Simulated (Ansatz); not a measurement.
Geometry optimisation, Ansatz, RKS PBE-D4/STO-3G.

Input file:

```yaml
crystal:
  periodic: [false, false, false]
  atoms:
    - { symbol: B, position_ang: [0.0, 0.0, 0.0] }
    - { symbol: O, position_ang: [0.0, 0.0, 1.41] }
    - { symbol: H, position_ang: [-0.9095, -0.2814, 1.7471] }
    - { symbol: H, position_ang: [1.0305, 0.0, -0.595] }
    - { symbol: "N", position_ang: [-1.3423, 0.0, -0.775] }
    - { symbol: H, position_ang: [-2.0112, -0.8164, -0.6764] }
    - { symbol: H, position_ang: [-1.5914, 0.8164, -1.4036] }
basis:
  gaussian: { orbitals: STO-3G }
hamiltonian:
  xc: pbe
  dispersion: d4
relax:
  f_tol: 0.02
  max_steps: 40
```

Run as:

```bash
$ ansatz run input.yaml --threads 1 --pin off --max-ram 2048MiB --backend cpu --events-out ev --progress --plain --runs-dir out
```

Task: Where does it end, and by what steps?

Result: The forces met the threshold. Limits of this set-up: minimal basis. After 6 steps the energy has fallen by 1.243 eV; H7 moved furthest, 0.70 Å.

| step | energy less start (eV) | largest force component (eV/Å) | accepted |
| --- | --- | --- | --- |
| 0 | 0.0000 | 3.037 | yes |
| 1 | -0.6241 | 1.598 | yes |
| 2 | -0.9543 | 1.045 | yes |
| 3 | -1.1606 | 0.596 | yes |
| 4 | -1.1922 | 0.491 | yes |
| 5 | -1.2421 | 0.175 | yes |
| 6 | -1.2434 | 0.020 | yes |

```xyz
7
Properties=species:S:1:pos:R:3
B -0.070 0.072 0.010
O 0.044 -0.241 1.356
H -0.892 -0.521 1.684
H 0.914 0.413 -0.543
N -1.278 0.011 -0.724
H -2.209 -0.276 -0.341
H -1.334 0.260 -1.735
```

Whether the end is a true minimum wasn't checked by a vibrational analysis.

The run took 7.4 s on 1 thread of Arm Neoverse V1 (shared host), peak memory 0.11 GiB.
